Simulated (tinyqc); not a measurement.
Worked calculation: CIS on RHF in the sto-6g basis, frozen core, for HF, spin multiplicity 1. One step of it, computed by the program tinyqc.

Question. CIS matrix, singlets. A(ia,jb) = (e_a - e_i) d_ij d_ab + 2 (ia|jb) - (ij|ab).

orbital energies (hartree): MO1 -26.246233, MO2 -1.459712, MO3 -0.563444, MO4 -0.471473, MO5 -0.471473, MO6 0.522393

Two-electron integrals over orbitals (pq|rs), unique and non-zero (hartree); the lowest 1 orbital is frozen and left out:
```
p,q,r,s,(pq|rs)
2,2,2,2,0.863562
3,2,2,2,-0.030964
3,2,3,2,0.152949
3,3,2,2,0.741932
3,3,3,2,-0.037573
3,3,3,3,0.741677
4,2,4,2,0.184157
4,3,4,2,-0.038275
4,3,4,3,0.043853
4,4,2,2,0.886134
4,4,3,2,-0.075688
4,4,3,3,0.734905
4,4,4,4,0.998085
5,2,5,2,0.184157
5,3,5,2,-0.038275
5,3,5,3,0.043853
5,4,5,4,0.053789
5,5,2,2,0.886134
5,5,3,2,-0.075688
5,5,3,3,0.734905
5,5,4,4,0.890506
5,5,5,5,0.998085
6,2,2,2,-0.119101
6,2,3,2,-0.056023
6,2,3,3,-0.033257
6,2,4,4,-0.116315
6,2,5,5,-0.116315
6,2,6,2,0.094584
6,3,2,2,-0.187685
6,3,3,2,0.092418
6,3,3,3,-0.115254
6,3,4,4,-0.210323
6,3,5,5,-0.210323
6,3,6,2,0.052015
6,3,6,3,0.192368
6,4,4,2,-0.038454
6,4,4,3,-0.017287
6,4,6,4,0.030610
6,5,5,2,-0.038454
6,5,5,3,-0.017287
6,5,6,5,0.030610
6,6,2,2,0.670260
6,6,3,2,0.064548
6,6,3,3,0.667816
6,6,4,4,0.644291
6,6,5,5,0.644291
6,6,6,2,-0.064642
6,6,6,3,-0.015515
6,6,6,6,0.708319
```

Give: CIS matrix A, singlet.

Answer.

CIS matrix A, singlet (hartree), lower triangle:
```
,2>6,3>6,4>6,5>6
2>6,1.5010
3>6,0.0395,0.8028
4>6,0.0000,0.0000,0.4108
5>6,0.0000,0.0000,0.0000,0.4108
```
